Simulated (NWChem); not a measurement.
**Total energies of S (+1)**

```
S
```
Charge +1, spin multiplicity 4.

All runs are NWChem calculations.

Basis set: def2-QZVP (70 functions).

| method | total energy (Ha) |
|---|---|
| UHF | -397.17360 |
| UMP2 | -397.27065 |
| UB2PLYP | -397.62566 |
| UPBE | -397.56867 |
| UB3LYP | -397.75802 |
| UBLYP | -397.74828 |

Total energies of different functionals aren't comparable as a measure of quality: only differences taken within one method are. 

The correlated methods keep 5 core orbitals frozen. B3LYP has NWChem's definition, with VWN1-RPA local correlation. No SCF solution was tested for a lower state. Open-shell Hartree-Fock references start from PBE0 orbitals.
